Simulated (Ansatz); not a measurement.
**Multireference treatment of C2H4N, doublet**

Program: Ansatz, Gaussian basis, development build. Basis cc-pVTZ, nonrelativistic, no frozen core. State-specific CASSCF; RHF is the lowest restricted (open-shell) Hartree–Fock solution met. No symmetry is imposed, so a solution can break that of the shape. The lowest solution met needn't be the lowest there is, nor hold the orbitals that a chemist would pick.

Geometry:

```
atom   x (Å)    y (Å)    z (Å)
   C  0.0000  -1.0582  -0.4534
   N  0.0000   0.2636  -0.4387
   C  0.0000   0.8971   0.7215
   H  0.0000  -1.6636   0.4618
   H  0.0000  -1.5718  -1.4110
   H  0.0000   1.9837   0.7254
   H  0.0000   0.3732   1.6857
```

**Question.** What do CASSCF and its corrections give against RHF in CAS(3,3), and what are the occupations?

**Answer.** CASSCF -1.173 eV, SC-NEVPT2 -15.573 eV; occupations 1.90, 1.00, 0.10.

**Question.** Roughly how much CPU time does a whole run from the default start take (median of such runs, summed over threads; nearly all runs on one pinned thread of a shared server, mostly Xeon at 2.3 to 2.6 GHz, by a development driver)?

**Answer.** CAS(3,3): about 5.8 s. Other jobs ran beside these, and the count of passes differs.
